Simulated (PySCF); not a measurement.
Simulated outer-valence photoelectron spectrum of cyclopropene (`C1=CC1`). Method used: EOM-IP-CCSD/aug-cc-pVDZ in PySCF, restricted Hartree–Fock reference, frozen core, non-relativistic, gas phase, PBE0-D3(BJ)/def2-SVP geometry.

Each root has a Gaussian of 0.5 eV full width with its one-hole share as area; cross sections and vibrations are left out, and the highest printed point is 100.

```
ionisation energy (eV)  intensity
                   9.2          2
                   9.4         18
                   9.6         67
                   9.8        100
                  10.0         62
                  10.2         16
                  10.4          7
                  10.6         32
                  10.8         85
                  11.0         92
                  11.2         41
                  11.4          8
                  11.6          1
                  11.8          1
                  12.0          8
                  12.2         43
                  12.4         93
                  12.6         83
                  12.8         31
                  13.0          5
                  13.2          0
                  13.4          0
                  13.6          0
                  13.8          0
                  14.0          0
                  14.2          0
                  14.4          0
                  14.6          7
                  14.8         38
                  15.0         89
                  15.2         86
                  15.4         34
                  15.6          6
                  15.8          0
                  16.0          0
                  16.2          0
                  16.4          5
                  16.6         33
                  16.8         84
                  17.0         89
                  17.2         39
                  17.4          7
                  17.6          1
                  17.8          0
                  18.0          1
                  18.2         13
                  18.4         53
                  18.6         92
                  18.8         65
                  19.0         19
                  19.2          2
```

**Question.** Where are the maxima, and how many lines lie under the curve?

**Answer.** 6 maxima, at 9.8, 10.9, 12.5, 15.1, 16.9 and 18.6 eV, from 6 lines.

**Question.** List the lines with their holes.

**Answer.** 
```json
{"E (eV)": "9.79", "leading hole (HF orbital)": "HOMO", "area": "0.97", "Koopmans (eV)": "9.66"}
{"E (eV)": "10.92", "leading hole (HF orbital)": "HOMO-1", "area": "0.96", "Koopmans (eV)": "11.52"}
{"E (eV)": "12.48", "leading hole (HF orbital)": "HOMO-2", "area": "0.96", "Koopmans (eV)": "13.38"}
{"E (eV)": "15.09", "leading hole (HF orbital)": "HOMO-3", "area": "0.95", "Koopmans (eV)": "16.11"}
{"E (eV)": "16.91", "leading hole (HF orbital)": "HOMO-4", "area": "0.93", "Koopmans (eV)": "18.46"}
{"E (eV)": "18.62", "leading hole (HF orbital)": "HOMO-5", "area": "0.89", "Koopmans (eV)": "20.82"}
```

The widest gap, 2.61 eV, lies between 12.48 and 15.09 eV. Only orbitals with −ε under 21 eV, eight at most, were ionised, so the high end of the curve may lack lines.
